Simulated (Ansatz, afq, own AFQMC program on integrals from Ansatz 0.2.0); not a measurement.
**Si, triplet in 6-31G, levels against full CI**

A free Si atom.

Basis 6-31G. Noble-gas cores (and the filled d shells of Ga–Kr and In–Xe) are frozen. Ansatz 0.2.0 and our own AFQMC program on the same integrals; the CISD trial comes from CCSD amplitudes, and released means the phaseless constraint is let go. Free projection: walkers drawn from exp(T), propagated without any constraint. Its projection time is finite, and what remains of the start isn't in its error. Error bars are statistical, one sigma.

Determinant: UHF, the one that the program's search chose, which needn't be the lowest solution.

Full CI on the same integrals is exact in this basis and with this determinant's frozen core.

The T1 diagnostic is 0.0054, the weight of the determinant in the CISD state is 0.972 and the ⟨S²⟩ of the determinant is 2.000. The size of the correlated space is 4 electrons in 8 orbitals.

```csv
level,correlation energy (eV)
MP2,-0.3962
CCSD,-0.6383
CCSD(T),-0.6416
```

(1) Estimate where phaseless AFQMC with the Hartree–Fock trial lies against CCSD(T) on the same integrals.

(1) 1.0 ± 0.7 kJ/mol above CCSD(T). The gap is under twice the noise, so this walk alone can't tell the two apart.

Reference: full CI, correlation energy -0.643 eV. The released energy is read at 2.40 1/Eh (meV from the phaseless value at times in 1/Eh: -0.04 ± 0.12 at 0.24, 0.03 ± 0.09 at 0.51, -0.06 ± 0.12 at 0.99, -0.18 ± 0.07 at 1.62, -0.28 ± 0.09 at 2.40).

```tsv
level	E − E(reference) (kJ/mol)	share of correlation (%)
CCSD(T)	0.1	99.79
CCSDT	0.0	100.00
CCSDT(Q)	0.0	100.00
ph-AFQMC/HF	1.1 ± 0.7	98.18
ph-AFQMC/CISD	0.0 ± 0.01	99.97
released AFQMC	0.0 ± 0.01	100.02
free AFQMC	0.0 ± 0.01	100.00
```

CCSDT and higher add their correlation energy to the determinant of the CCSD(T) run, since their own runs factorise the integrals more tightly (a shift of under 2 meV). Free projections are given only where their last times agree within the noise and don't stop above the reference; a slow remainder of the start can still hide under it. A walk keeps the symmetry of its determinant, which the program's search chose and which needn't be the lowest solution, so a lower state of the same spin and another symmetry isn't excluded. Released energies are given only where the last usable release times agree within the noise; a slower fall can still hide under it.
